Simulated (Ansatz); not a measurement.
NH₃, singlet: energies of several shapes or isomers

Program: Ansatz, Gaussian basis, development build. Basis cc-pVDZ, nonrelativistic, 1 orbital frozen in the corrections; active space CAS(8,7). Restricted Hartree–Fock, then the lowest state-specific CASSCF solution met for each case. On stretched bonds single-reference methods can fail or change state. Unlike active orbitals can shift such differences by tenths of an eV, at times by over 1 eV.

Case A:

```json
{"atom": "N", "x (Å)": "0.0000", "y (Å)": "0.0000", "z (Å)": "0.1313"}
{"atom": "H", "x (Å)": "1.0107", "y (Å)": "0.0000", "z (Å)": "-0.3064"}
{"atom": "H", "x (Å)": "-0.5054", "y (Å)": "0.8753", "z (Å)": "-0.3064"}
{"atom": "H", "x (Å)": "-0.5054", "y (Å)": "-0.8753", "z (Å)": "-0.3064"}
```

Case B:

```xyz
4

N     0.0000    0.0000    0.1216
H     0.9358    0.0000   -0.2837
H    -0.4679    0.8105   -0.2837
H    -0.4679   -0.8105   -0.2837
```

Case C:

```
atom    x (Å)    y (Å)    z (Å)
   N   0.0000   0.0000   0.1119
   H   0.8610   0.0000  -0.2610
   H  -0.4305   0.7456  -0.2610
   H  -0.4305  -0.7456  -0.2610
```

Energy less that of case A, in eV:

| case | RHF/ROHF |
| --- | --- |
| B | -0.511 |
| C | -0.103 |

Task: Give the SC-NEVPT2 energies against case A.

Result: B: -0.254 eV (-5.9 kcal/mol); C: +0.407 eV (9.4 kcal/mol).

Task: Which case is lowest, and do the methods agree?

Result: B is lowest in SC-NEVPT2. Of the methods shown, RHF/ROHF agrees.
